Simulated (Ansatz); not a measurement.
Consider the substitution at a C–S bond: `CSCF` + `CC(O)F` → `CC(F)OCF` + CH₃SH.

Gas-phase electronic energies from Ansatz, PBE0-D4/def2-TZVP geometries. CBS: MP2 limit from def2 TZ/QZ plus the TZ coupled-cluster correction, frozen cores. This one scheme is used for every species. Functionals use def2-TZVPP. B3LYP here is the variant with VWN-RPA as its local correlation; programs differ in this. HSE06 is defined as in plane-wave codes. One conformer a species, not always the lowest.

`CSCF`:

Cartesian coordinates in Å:
```
C 0.182 1.178 -0.685
S -1.036 0.422 0.402
C -0.223 -1.121 0.744
F -0.215 -1.982 -0.335
H 1.133 1.321 -0.169
H 0.327 0.576 -1.582
H -0.212 2.152 -0.973
H -0.772 -1.594 1.561
H 0.817 -0.953 1.036
```

`CC(O)F`:

Z-matrix (Å, degrees):
```
C
C 1 1.500
H 1 1.091 2 109.3
H 1 1.091 2 110.0 3 119.6
H 1 1.090 2 110.0 3 -120.1
O 2 1.377 1 109.2 3 -56.3
F 2 1.391 1 109.1 3 63.2
H 2 1.098 1 112.4 3 179.2
H 6 0.962 2 108.9 1 -174.9
```

`CC(F)OCF`:

Z-matrix (Å, degrees):
```
C
C 1 1.497
H 1 1.090 2 109.8
H 1 1.090 2 109.9 3 -120.1
H 1 1.091 2 109.5 3 119.7
F 2 1.385 1 109.6 3 177.8
O 2 1.390 1 108.9 3 -63.4
H 2 1.095 1 113.0 3 59.9
C 7 1.378 2 114.9 1 169.2
F 9 1.377 7 110.5 2 -75.2
H 9 1.090 7 107.1 2 167.3
H 9 1.094 7 112.0 2 44.3
```

CH₃SH:

Cartesian coordinates in Å:
```
C -0.436 0.054 0.220
S 1.229 -0.618 0.024
H -0.418 1.135 0.352
H -0.841 -0.399 1.125
H -1.077 -0.214 -0.619
H 1.542 0.041 -1.103
```

(1) Is it downhill or uphill in electronic energy at CCSD(T)/CBS, and by how much? (Best estimate.)

(2) What do these levels give: revPBE-D4, ωB97M-V, PBE-QIDH, PBE, revPBE, PBE0, B3LYP, HSE06, HF/def2-SVP, CCSD(T)/def2-SVP, HF/def2-TZVPP, HF/def2-QZVPP? (Best estimate.)

Largest T1 diagnostic among the species: 0.011.

Answers

(1) Computed: Uphill: ΔE = +0.10 eV.

(2) Ansatz gave: revPBE-D4 0.16, ωB97M-V 0.07, PBE-QIDH 0.08, PBE 0.14, revPBE 0.16, PBE0 0.11, B3LYP 0.07, HSE06 0.11, HF/def2-SVP -0.25, CCSD(T)/def2-SVP -0.16, HF/def2-TZVPP -0.08, HF/def2-QZVPP -0.08 eV.

Leaving LDA and LC-ωPBE aside and taking each functional with its dispersion term where it has one, the values, not all of them listed here, spread over 0.14 eV, from BHLYP-D4 to revPBE-D4. LDA lies −0.05 eV from PBE without D4. In def2-TZVPP, CCSD(T) changes the Hartree–Fock value by +0.11 eV (the triples alone add +0.02 eV) and MP2 by +0.17 eV.
